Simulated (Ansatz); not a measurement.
Calculated with Ansatz (gas phase, PBE0-D4/def2-TZVP geometries, no zero-point term in ΔE). CCSD(T)/CBS is extrapolated from def2-TZVPP and def2-QZVPP, frozen cores. DFT in def2-TZVPP. One conformer a species, not always the lowest.

Reaction (formal hydrolysis of the Si–S bond): `N[Si]S` + H₂O → `N[Si]O` + H₂S

| level | ΔE (kJ/mol) |
| --- | --- |
| PBE0-D4 | -15.2 |
| ωB97M-V | -28.6 |
| CAM-B3LYP | -37.5 |
| LC-ωPBE | -27.3 |
| MP2/def2-SVP | -25.3 |
| CCSD(T)/def2-TZVPP | -27.4 |
| CCSD(T)/def2-QZVPP | -25.2 |
| HF/CBS(def2) | -41.2 |

What does CCSD(T)/CBS give? (Best estimate.)

Ansatz gave: -22.8 kJ/mol. The listed levels differ from it by 7.6, -5.8, -14.7, -4.5, -2.5, -4.6, -2.4, -18.4 kJ/mol.

Largest T1 diagnostic among the species: 0.014.

In def2-TZVPP, CCSD(T) changes the Hartree–Fock value by +12.5 kJ/mol (the triples alone add +3.3 kJ/mol) and MP2 by +16.2 kJ/mol. Leaving LDA and LC-ωPBE aside and taking each functional with its dispersion term where it has one, the values, not all of them listed here, spread over 23.7 kJ/mol, from CAM-B3LYP-D4 to revPBE-D4. LDA lies −3.6 kJ/mol from PBE without D4. From BLYP to BHLYP (50 % exact exchange), in def2-TZVPP and without D4, ΔE moves by −3.9 kJ/mol.
